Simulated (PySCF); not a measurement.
H6Si2, SMILES [SiH3][SiH3] (connectivity only; charge and spin as stated), charge -1, multiplicity 2. Atoms are numbered in the order given.

```xyz
8

Si    -1.2666     0.0232     0.0000
Si     1.2666    -0.0232     0.0000
H     -1.5986    -0.8634     1.1824
H     -1.5986    -0.8634    -1.1824
H     -2.5473     0.9222     0.0000
H      1.5986     0.8634     1.1824
H      1.5986     0.8634    -1.1824
H      2.5473    -0.9222     0.0000
```
Charge -1, spin multiplicity 2.

Geometry optimised at TPSSh-D3(BJ)/def2-SVPD. The spin state was assumed, not searched.

Computed with r2SCAN/def2-TZVPD (PySCF).

The molecule is in vacuum. A positive occupied level means that this level leaves the electron formally unbound; only the finite basis holds it.

Computed frontier levels, dipole moment and polarisability:
```json
{
 "α spin, highest occupied and lowest empty level": "1.42 and 3.98 eV",
 "β spin, highest occupied and lowest empty level": "-1.49 and 2.89 eV",
 "dipole_moment_about_the_centre_of_nuclear_charge": "0.00 D",
 "mean_static_polarisability": "121.3 bohr³ (17.97 Å³)",
 "polarisability_principal_values": "81.2, 92.0, 190.6 bohr³",
 "⟨S²⟩": "0.763 (pure state 0.75)"
}
```
